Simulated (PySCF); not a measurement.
# Removing an electron from `[H]/N=C(/C)OC`

Compound: C3H7NO.
Cartesian coordinates in Å at the PBE0-D3(BJ)/def2-SVP level; atoms count from 1:
```xyz
12
C3H7NO angstrom
C     -1.7005   -0.3178   -0.0636
O     -0.3412   -0.6496   -0.1564
C      0.5628    0.3604   -0.1567
C      1.9489   -0.1910   -0.2413
N      0.3289    1.6036   -0.0922
H     -2.2577   -1.2625   -0.0571
H     -1.9240    0.2351    0.8658
H     -2.0335    0.2872   -0.9253
H      2.0514   -0.8179   -1.1395
H      2.1514   -0.8335    0.6288
H      2.6705    0.6320   -0.2730
H     -0.6696    1.8111   -0.0383
```

Level: wB97X-D/def2-SVPD (PySCF). Frontier orbitals with their largest atomic shares (Löwdin; up to four atoms above 4 %):

```
orbital  ε (eV)                          main atoms
 HOMO−3  -12.14    O2 40 %, C1 19 %, C3 9 %, C4 8 %
 HOMO−2  -11.81  O2 24 %, C4 15 %, C1 14 %, C3 12 %
 HOMO−1   -9.83                                   ?
   HOMO   -9.82                                   ?
   LUMO    2.21  C1 34 %, H6 10 %, C3 10 %, H8 10 %
 LUMO+1    2.52   C3 35 %, N5 31 %, O2 11 %, C4 8 %
 LUMO+2    2.90  C4 29 %, H11 10 %, O2 10 %, H9 9 %
```

Problem. What vertical ionisation energy does ΔSCF give, and how far is −ε(HOMO) from it?

Solution. ΔSCF: 10.19 eV (983 kJ/mol; threshold wavelength 122 nm); ⟨S²⟩ of the doublet left behind is 0.773, against 0.75 for a pure doublet. −ε(HOMO) is 9.82 eV, 0.37 eV below it. For the exact functional −ε(HOMO) would equal the first vertical ionisation energy; wB97X-D (range-separated hybrid) falls short of its own ΔSCF value by 4 %. Holes in the HOMO−1 and HOMO−2 were tried too where these lie within 1.2 eV of the HOMO; the lowest converged state counts.

Problem. On which atoms does the HOMO lie?

Solution. HOMO: N5 40 %, O2 29 %, C3 17 %, H12 4 %; HOMO−1: N5 65 %, O2 10 %, C3 9 %, H12 8 %. These 2 orbitals lie within 0.02 eV of one another. The HOMO−2 lies 1.99 eV lower.

Problem. Shift the occupied levels rigidly so that −ε(HOMO) equals the ΔSCF value. What binding energies result?

Solution. The shift is +0.37 eV: HOMO 10.19, HOMO−1 10.20, HOMO−2 12.18, HOMO−3 12.51 eV. A rigid shift is only a rough guide to the deeper ionisations.

Problem. With α = 50.1 au, estimate the like-pair dispersion coefficient by London's formula C6 = (3/4)α²I.

Solution. I = 0.3746 Eh, so C6 ≈ 705 au, a rough estimate.

Problem. How many of the 10 lowest singlet excitations (vertical TDDFT, same level) lie below the ionisation energy?

Solution. All 10; they run from 6.61 to 9.54 eV.

Problem. What total energies stand behind the ΔSCF value?

Solution. E(N) = -248.24560 Eh and E(N − 1) = -247.87101 Eh at the same geometry, 0.37459 Eh apart.

Isolated species at its PBE0-D3(BJ)/def2-SVP geometry (one conformer only).

wB97X-D is run here without its empirical dispersion term; that term would change no orbital, density or response property at a fixed geometry.
